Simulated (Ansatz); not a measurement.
# CCSD(T) forces

CH2NSi (charge -1), singlet, displaced at random from a GFN2-xTB minimum.

```tsv
atom	x (Å)	y (Å)	z (Å)
C1	-1.4175	-0.4690	-0.7612
Si2	-0.0322	0.0362	0.0980
N3	1.3349	0.1573	1.0578
H4	-2.1128	0.3285	-1.0171
H5	2.2464	-0.0582	0.6089
```

Computed with Ansatz 0.2.0 (basis: def2-TZVPPD); correlated methods freeze the cores.

CCSD(T) forces from the calculation:
```
atom      Fx      Fy  Fz (eV/Å)
  C1   0.398  -0.134      0.397
 Si2   0.638   0.316      0.325
  N3   0.007  -0.524     -0.700
  H4  -0.235   0.102     -0.245
  H5  -0.808   0.241      0.224
```

Root-mean-square difference of the force components from those of CCSD(T): PBE0-D4 0.230; wB97M-V 0.313; r2SCAN-D4 0.142; PBE-D4 0.159; BHLYP-D4 0.440; r2SCAN0-D4 0.309 eV/Å.

The T1 diagnostic stays at or below 0.024. The restricted Hartree–Fock reference is unstable towards an unrestricted one here. These are differences at one structure, and CCSD(T) in triple zeta is itself an approximation.

For scale, one of the runs: CCSD(T)/def2-TZVPPD forces, 156 basis functions (an equivalent command: `ansatz run in.yaml --threads 4`). Hardware: 4 CPU threads, shared host. Wall time 48 s; peak host memory 2 GiB.
